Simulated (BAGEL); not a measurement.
# UHF/def2-SVP (density fitting with qzvpp-jkfit) run of C2H2F2N (SMILES C=N[C](F)F)

Aim: the energy change on altering one bond length of C2H2F2N at UHF/def2-SVP (density fitting with qzvpp-jkfit), from 2 runs. 

Program for the calculation: BAGEL 1.2.2.

### 1 The system as given

The species is C2H2F2N (7 atoms), meant as a doublet with charge 0. SMILES: `C=N[C](F)F`. The shape is that of a GFN2-xTB optimisation. This is one conformer, not always the lowest.

Bond lengths: C1–N2 1.309 Å, N2–C3 1.265 Å, C3–F4 1.316 Å, C3–F5 1.342 Å, C1–H6 1.074 Å, C1–H7 1.082 Å. Angles: C1–N2–C3 128.5°, N2–C3–F4 122.1°, N2–C3–F5 128.2°, F4–C3–F5 109.6°, N2–C1–H6 116.6°, N2–C1–H7 123.5°, H6–C1–H7 119.9°.

### 2 The energy at UHF/def2-SVP (density fitting with qzvpp-jkfit)

The input, hf.json:

```json
{ "bagel": [

{
  "title": "molecule",
  "basis": "svp",
  "df_basis": "qzvpp-jkfit",
  "angstrom": "true",
  "geometry": [
    { "atom": "C", "xyz": [    0.197830,    0.742970,    0.949940 ] },
    { "atom": "N", "xyz": [   -0.528610,   -0.135140,    0.305710 ] },
    { "atom": "C", "xyz": [   -0.277460,   -0.710900,   -0.792830 ] },
    { "atom": "F", "xyz": [   -1.029680,   -1.684470,   -1.260700 ] },
    { "atom": "F", "xyz": [    0.680660,   -0.414240,   -1.684400 ] },
    { "atom": "H", "xyz": [   -0.273310,    1.245090,    1.773950 ] },
    { "atom": "H", "xyz": [    1.230560,    0.956700,    0.708330 ] }
  ]
},
{
  "title": "uhf",
  "nopen": 1
},
{
  "title": "print",
  "file": "orbitals.molden",
  "orbitals": "true"
}

]}
```

Started as:

```bash
$ BAGEL_NUM_THREADS=1 BAGEL hf.json > hf.out
```

The program printed:

```text
* using 1 threads per process

  ===============================================================
  ===============================================================

  *** Geometry ***

  { "atom" : "C", "xyz" : [      0.373845,      1.404010,      1.795126 ] },
  { "atom" : "N", "xyz" : [     -0.998928,     -0.255378,      0.577708 ] },
  { "atom" : "C", "xyz" : [     -0.524323,     -1.343406,     -1.498232 ] },
  { "atom" : "F", "xyz" : [     -1.945813,     -3.183187,     -2.382378 ] },
  { "atom" : "F", "xyz" : [      1.286261,     -0.782800,     -3.183055 ] },
  { "atom" : "H", "xyz" : [     -0.516481,      2.352879,      3.352280 ] },
  { "atom" : "H", "xyz" : [      2.325421,      1.807901,      1.338550 ] },

  Number of auxiliary basis functions:      417

  Since a DF basis is specified, we compute 2- and 3-index integrals:
    o Being stored without compression. Storage requirement is 0.021 GB

  Number of basis functions:       80
  Number of electrons      :       39

    * METHOD: MOLECULE                             0.16

  *** Open-shell HF ***

  === Nuclear Repulsion ===
   169.5238195079

      * DIIS with orbital gradients will be used.

  === UHF iteration (svp) ===
      0       -329.67081442          0.04195079           0.09
      1       -329.81531955          0.02855352           0.08
      2       -329.86591582          0.01766450           0.08
      3       -329.89741490          0.00130155           0.08
      4       -329.90043398          0.00060245           0.09
      5       -329.90164685          0.00046135           0.09
      6       -329.90276295          0.00029118           0.09
      7       -329.90343735          0.00020296           0.09
      8       -329.90373189          0.00006134           0.08
      9       -329.90374189          0.00002585           0.09
     10       -329.90374225          0.00000938           0.09
     11       -329.90374328          0.00000484           0.08
     12       -329.90374349          0.00000197           0.08
     13       -329.90374352          0.00000079           0.08
     14       -329.90374352          0.00000039           0.09
     15       -329.90374352          0.00000016           0.08
     16       -329.90374352          0.00000008           0.09
     17       -329.90374352          0.00000003           0.09
     18       -329.90374352          0.00000002           0.08
     19       -329.90374352          0.00000001           0.08
    * SCF iteration converged.

    * S^2 (UHF) is 0.9050

    * Permanent dipole moment:
           (   -0.437320,    -0.494779,    -0.372660) a.u.

    * METHOD: UHF                                  1.82

    * METHOD: PRINT                                0.02

  ===============================================================
```

Wall time 2.1 s (1 thread of Arm Neoverse V1, shared host); peak memory 0.098 GiB.

### 3 The distorted shape

The input, calc.json:

```json
{ "bagel": [

{
  "title": "molecule",
  "basis": "svp",
  "df_basis": "qzvpp-jkfit",
  "angstrom": true,
  "geometry": [
    { "atom": "C", "xyz": [       0.122482,       0.915704,       1.279514 ] },
    { "atom": "N", "xyz": [      -0.603958,       0.037594,       0.635284 ] },
    { "atom": "C", "xyz": [      -0.277460,      -0.710900,      -0.792830 ] },
    { "atom": "F", "xyz": [      -1.029680,      -1.684470,      -1.260700 ] },
    { "atom": "F", "xyz": [       0.680660,      -0.414240,      -1.684400 ] },
    { "atom": "H", "xyz": [      -0.348658,       1.417824,       2.103524 ] },
    { "atom": "H", "xyz": [       1.155212,       1.129434,       1.037904 ] }
  ]
},

{
  "title": "uhf",
  "nopen": 1
},

{
  "title": "print",
  "file": "orbitals.molden",
  "orbitals": true
}

]}
```

Started as:

```bash
$ BAGEL_NUM_THREADS=1 BAGEL calc.json > calc.out
```

The program printed:

```text
* using 1 threads per process

  ===============================================================
  ===============================================================

  *** Geometry ***

  { "atom" : "C", "xyz" : [      0.231457,      1.730430,      2.417931 ] },
  { "atom" : "N", "xyz" : [     -1.141315,      0.071042,      1.200513 ] },
  { "atom" : "C", "xyz" : [     -0.524323,     -1.343406,     -1.498232 ] },
  { "atom" : "F", "xyz" : [     -1.945813,     -3.183187,     -2.382378 ] },
  { "atom" : "F", "xyz" : [      1.286261,     -0.782800,     -3.183055 ] },
  { "atom" : "H", "xyz" : [     -0.658868,      2.679299,      3.975084 ] },
  { "atom" : "H", "xyz" : [      2.183034,      2.134321,      1.961354 ] },

  Number of auxiliary basis functions:      417

  Since a DF basis is specified, we compute 2- and 3-index integrals:
    o Being stored without compression. Storage requirement is 0.021 GB

  Number of basis functions:       80
  Number of electrons      :       39

    * METHOD: MOLECULE                             0.16

  *** Open-shell HF ***

  === Nuclear Repulsion ===
   158.2353433738

      * DIIS with orbital gradients will be used.

  === UHF iteration (svp) ===
      0       -329.48188265          0.04708212           0.09
      1       -329.60165739          0.04091913           0.09
      2       -329.68078216          0.03082724           0.09
      3       -329.79267332          0.00304186           0.09
      4       -329.80416569          0.00228837           0.08
      5       -329.81202535          0.00172895           0.09
      6       -329.82075403          0.00055877           0.09
      7       -329.82184402          0.00029767           0.09
      8       -329.82243967          0.00016481           0.09
      9       -329.82283129          0.00010707           0.08
     10       -329.82308344          0.00007088           0.09
     11       -329.82318943          0.00004787           0.09
     12       -329.82324613          0.00002722           0.09
     13       -329.82325768          0.00001827           0.08
     14       -329.82326210          0.00000904           0.09
     15       -329.82326256          0.00000408           0.08
     16       -329.82326276          0.00000245           0.09
     17       -329.82326282          0.00000159           0.09
     18       -329.82326285          0.00000076           0.09
     19       -329.82326285          0.00000046           0.09
     20       -329.82326285          0.00000033           0.09
     21       -329.82326286          0.00000020           0.09
     22       -329.82326286          0.00000012           0.08
     23       -329.82326286          0.00000008           0.09
     24       -329.82326286          0.00000005           0.09
     25       -329.82326286          0.00000003           0.09
     26       -329.82326286          0.00000002           0.08
     27       -329.82326286          0.00000001           0.08
     28       -329.82326286          0.00000001           0.08
    * SCF iteration converged.

    * S^2 (UHF) is 1.1145

    * Permanent dipole moment:
           (   -0.505897,    -0.714749,    -0.674753) a.u.

    * METHOD: UHF                                  2.59

    * METHOD: PRINT                                0.02

  ===============================================================
```

Wall time 2.9 s (1 thread of Arm Neoverse V1, shared host); peak memory 0.097 GiB.

### 4 Results

Level: UHF/def2-SVP (density fitting with qzvpp-jkfit).

| quantity | value |
| --- | --- |
| first shape: total energy | -329.90374 Eh |
| first shape: dipole moment | 1.93 D |
| first shape: ⟨S²⟩ | 0.905 |
| distorted shape: total energy | -329.82326 Eh |
| distorted shape: dipole moment | 2.81 D |
| distorted shape: ⟨S²⟩ | 1.115 |
| energy change with the N2–C3 bond stretched from 1.265 to 1.645 Å | 2.190 eV |

In words: With the N2–C3 bond stretched from 1.265 to 1.645 Å the energy rises by 2.19 eV (51 kcal/mol). The first shape isn't relaxed at this level, so the change isn't measured from a minimum. ⟨S²⟩ (first shape) is 0.91 where a pure doublet has 0.75: the reference is spin-contaminated. ⟨S²⟩ (distorted shape) is 1.11 where a pure doublet has 0.75: the reference is spin-contaminated.
